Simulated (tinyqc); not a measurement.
Inside a calculation. Method: CISD on RHF in the sto-6g basis, frozen core, for OH-, spin multiplicity 1. The basis has no diffuse functions, so it cannot describe the extra electron: this is an exercise in the method, not the real anion. One step of it, computed by the program tinyqc.

Task: CISD: roots. Diagonalise (each vector has its largest component positive (the first on a tie)); all determinants have Ms = 0, so triplets appear too. The lowest singlet root is the correlation energy.

Occupation strings over the orbitals (2 doubly, a alpha, b beta, 0 empty; spin orbitals ordered 1a 1b 2a 2b ...): 222220 22a22b 2a222b 22b22a 2b222a 222202 222022 220222 2ab222 2ba222 202222

H - E(HF) between determinants (hartree), lower triangle:
```
           222220     22a22b     2a222b     22b22a     2b222a     222202     222022     220222
222220   0.000000
22a22b   0.000000   0.384957
2a222b   0.000000   0.017247   0.915291
22b22a   0.000000  -0.187989  -0.006107   0.384957
2b222a   0.000000  -0.006107  -0.119409   0.017247   0.915291
222202   0.038112  -0.017184  -0.022120   0.017184   0.022120   0.402898
222022   0.038112  -0.017184  -0.022120   0.017184   0.022120   0.047461   0.402898
220222   0.187989   0.161359   0.082887  -0.161359  -0.082887   0.019281   0.019281   0.947736
2ab222  -0.006107  -0.082887   0.082970   0.056577  -0.066043   0.029610   0.029610  -0.066252
2ba222   0.006107   0.056577  -0.066043  -0.082887   0.082970  -0.029610  -0.029610   0.066252
202222   0.119409  -0.066043   0.014393   0.066043  -0.014393   0.166059   0.166059   0.085556

           2ab222     2ba222    202222
2ab222   1.247984
2ba222  -0.085556   1.247984
202222   0.042420  -0.042420  1.934298
```

Give: lowest roots of this matrix, relative to E(HF); lowest vectors; <S^2> of these roots; weight of the ground state by excitation level 0, 1, 2, ....

Result:

lowest roots of this matrix, relative to E(HF) (hartree): -0.0464  0.1960  0.3554  0.3972  0.4652  0.7954  0.8590  1.1639

lowest vectors:
```
         root 1   root 2   root 3   root 4
222220   0.9753   0.0000   0.0000   0.0013
22a22b   0.0437   0.7067   0.0000   0.2312
2a222b   0.0123  -0.0137   0.0000   0.0698
22b22a  -0.0437   0.7067   0.0000  -0.2312
2b222a  -0.0123  -0.0137   0.0000  -0.0698
222202  -0.0502   0.0000   0.7071   0.6455
222022  -0.0502   0.0000  -0.7071   0.6455
220222  -0.1952   0.0000   0.0000  -0.1916
2ab222   0.0014   0.0195   0.0000  -0.0261
2ba222  -0.0014   0.0195   0.0000   0.0261
202222  -0.0393   0.0000   0.0000  -0.1089
```

<S^2> of these roots: 0.0000  2.0000  0.0000  0.0000  0.0000  2.0000  0.0000  2.0000

weight of the ground state by excitation level 0, 1, 2, ...: 0.9512  0.0041  0.0447

With one virtual orbital singles and doubles already span the full space.
